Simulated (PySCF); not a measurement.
Species: C4H5FO.
SMILES: `C1(C)=C(F)[C@@H]1O`

A linear-response calculation (PySCF, def2-SVPD basis, gas phase, vertical, core orbitals frozen in the response) gave these numbers; the functional is withheld.

Orbital energies (eV): HOMO-3 -10.36, HOMO-2 -9.27, HOMO-1 -7.64, HOMO -7.46, LUMO 0.29, LUMO+1 0.69, LUMO+2 1.10.

| state | E (eV) | f | main configurations (H = HOMO, L = LUMO) |
| --- | --- | --- | --- |
| S1 | 6.47 | 0.0036 | H-1→L (62%), H-1→L+1 (19%), H→L (17%) |
| S2 | 6.61 | 0.025 | H→L (75%), H-1→L (18%) |
| S3 | 6.84 | 0.012 | H-1→L+1 (65%), H-1→L (14%), H-1→L+2 (11%) |
| S4 | 7.19 | 0.067 | H→L+1 (70%), H-1→L+2 (10%) |
| S5 | 7.43 | 0.019 | H→L+2 (44%), H-1→L+2 (40%) |
| S6 | 7.59 | 0.060 | H→L+2 (43%), H-1→L+2 (33%) |

Triplets (Tamm–Dancoff): T1 4.91 eV, H→L+1 (69%), H→L (16%), H→L+2 (9%); T2 6.13 eV, H-1→L (49%), H-1→L+1 (44%); T3 6.40 eV, H→L (66%), H→L+1 (15%), H-1→L (10%); T4 6.56 eV, H-1→L+1 (39%), H-1→L (32%), H-1→L+2 (15%).

Vertical ionisation energy by ΔSCF with the same functional: 9.65 eV. Mean static polarisability: 52.6 au.

Task: Name the functional.
A. PBE
B. HF
C. CAM-B3LYP
D. PBE0

Result: D. PBE0 is a global hybrid with 25% exact exchange. In this run −ε(HOMO) = 7.46 eV differs from the ΔSCF value by -2.19 eV, and S1 differs from the orbital gap of 7.75 eV by -1.28 eV. The ratio −ε(HOMO)/IP is 0.77. Usual ranges for neutral molecules in this basis: 0.7 to 0.83 with PBE0, 0.5 to 0.7 with PBE, 0.85 to 0.93 with CAM-B3LYP; with Hartree–Fock the ratio is 1 or more (Koopmans' value less the relaxation energy is the ΔSCF value). The other options: PBE, a GGA without exact exchange; HF, time-dependent Hartree–Fock, 100% exact exchange; CAM-B3LYP, range-separated, 19% exact exchange at short range and 65% at long range (ω = 0.33 bohr⁻¹).

Method used: TDDFT PBE0/def2-SVPD, vertical, gas phase, core orbitals frozen in the response in PySCF. One conformer (not necessarily the lowest) at the PBE0-D3(BJ)/def2-SVP geometry, without solvent, vibrations or thermal averaging.

Time: 74 s of wall time. Hardware: one thread of an x86-64 server, shared host.

The values belong to the conformer `[CH3:1][C:2]1=[C:3]([F:4])[C@@H:5]1[OH:6]`: H–O6–C5–C3 -172°.
